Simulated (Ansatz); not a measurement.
Total energies of SiF2H2 (SiH2F2) from Ansatz at r2SCAN-D4/def2-TZVPD, gas phase (1 Eh = 27.2114 eV = 2625.5 kJ/mol). The reference geometry is relaxed at r2SCAN-D4/def2-TZVP.

```json
{"state": "charge 0 singlet", "geometry": "reference", "energy (Eh)": "-490.50109"}
{"state": "charge -1 doublet", "geometry": "reference", "energy (Eh)": "-490.45261"}
{"state": "free Si atom (triplet)", "geometry": "–", "energy (Eh)": "-289.34127"}
{"state": "free F atom (doublet)", "geometry": "–", "energy (Eh)": "-99.72844"}
{"state": "free H atom (doublet)", "geometry": "–", "energy (Eh)": "-0.49993"}
```

Q: Work out the vertical electron affinity, to the doublet.

A: E(charge 0 singlet) − E(charge -1 doublet) = -490.50109 − (-490.45261) = -0.04848 Eh = -1.32 eV; negative, so the extra electron isn't bound.

Q: What is the binding energy per atom against free atoms?

A: Atoms: 1 × (-289.34127) + 2 × (-99.72844) + 2 × (-0.49993) = -489.79801 Eh. Binding: -489.79801 − (-490.50109) = 0.70308 Eh = 19.13 eV, or 3.83 eV for each of 5 atoms (no zero-point energy, no counterpoise term).

At r2SCAN-D4/def2-TZVPD the highest occupied level of the charge -1 doublet lies above zero (up to 2.83 eV). By energy differences it is unbound by 1.32 eV (vertical, against the charge 0 singlet, at r2SCAN-D4/def2-TZVPD) and held by the finite basis.
